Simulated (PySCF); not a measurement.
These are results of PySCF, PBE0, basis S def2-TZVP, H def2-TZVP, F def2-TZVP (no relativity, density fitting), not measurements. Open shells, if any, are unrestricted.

Problem. What spin state, shape and geometry does isolated SHF take (every ligand bound to S)?

Solution. Counting electrons, sulfur keeps 4 of its valence electrons outside its bonds, so the VSEPR class is AX2E2 and the expected shape is bent; with unlike ligands the computed point group is Cs. The lowest minimum found is a singlet of Cs symmetry with S–F 1.616 Å, S–H 1.347 Å; F–S–H 96.0°. Its harmonic wavenumbers are 817 (a'), 1037 (a'), 2677 (a') cm⁻¹ and its dipole moment is 1.51 D.

Other isomers or separated fragments may lie lower.
